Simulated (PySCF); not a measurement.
These are CAM-B3LYP-D3(BJ)/def2-TZVP (PySCF) values and carry that method's errors. All species are isolated molecules in the gas phase. 

Reference species (SMILES): `[OH]` (neutral, multiplicity 2).

The dipole moment comes out as 1.80 D.

Changed species: `[C]#C` (radical fragment; the reference has radical fragment).

Question: Give the shifts of the dipole moment.

Answer: the dipole moment falls by 1.02 D, to 0.78 D.
